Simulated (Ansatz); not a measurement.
# H6SSi: the cost of one run

All numbers below are computed with Ansatz 0.2.0 (RKS BLYP-D4/6-31G*).

## (1) The system as given

Bond lengths: Si1–H3 1.460 Å, Si1–H4 1.459 Å, Si1–H5 1.459 Å, Si1–S6 2.460 Å, S6–H7 1.400 Å. Angles: H3–Si1–H4 109.5°, H3–Si1–H5 109.5°, H3–Si1–S6 178.9°, H4–Si1–H5 109.5°, H4–Si1–S6 70.0°, H5–Si1–S6 70.0°, Si1–S6–H7 109.5°.

Structure file:

```xyz
8

Si    0.0000    0.0000    0.0000
H     0.0000    0.0000    1.8100
H     1.3768    0.0000   -0.4862
H    -0.6877    1.1914   -0.4862
H    -0.6877   -1.1914   -0.4862
S    -2.3345    0.0000    0.7757
H    -3.0901   -0.8728   -0.0163
H    -0.9511    0.0000    1.8802
```

## (2) A restrained relaxation towards end A

Springs on the bonds that form and break draw the guess towards this end; the thresholds are loose.

input.yaml

```yaml
crystal:
  periodic: [false, false, false]
  atoms:
    - { symbol: Si, position_ang: [0.0, 0.0, 0.0] }
    - { symbol: H, position_ang: [0.0, 0.0, 1.81] }
    - { symbol: H, position_ang: [1.3768, 0.0, -0.4862] }
    - { symbol: H, position_ang: [-0.6877, 1.1914, -0.4862] }
    - { symbol: H, position_ang: [-0.6877, -1.1914, -0.4862] }
    - { symbol: S, position_ang: [-2.3345, 0.0, 0.7757] }
    - { symbol: H, position_ang: [-3.0901, -0.8728, -0.0163] }
    - { symbol: H, position_ang: [-0.9511, 0.0, 1.8802] }
basis:
  gaussian: { orbitals: "6-31G*" }
hamiltonian:
  xc: blyp
  dispersion: d4
relax:
  f_tol: 0.15
  max_steps: 25
  restrain:
    - { distance: [0, 5], at: 3.36, k: 30.0 }
    - { distance: [7, 1], at: 1.86, k: 30.0 }
    - { distance: [0, 1], at: 1.46, k: 30.0 }
    - { distance: [7, 5], at: 1.4, k: 30.0 }
```

The run is started by

```bash
$ ansatz run input.yaml --threads 1 --pin off --max-ram 2048MiB --backend cpu --events-out ev --progress --plain --runs-dir out
```

Q: Estimate wall time and peak memory on 1 thread of Arm Neoverse V2, shared host.

About 17 s, with a peak of 0.11 GiB.
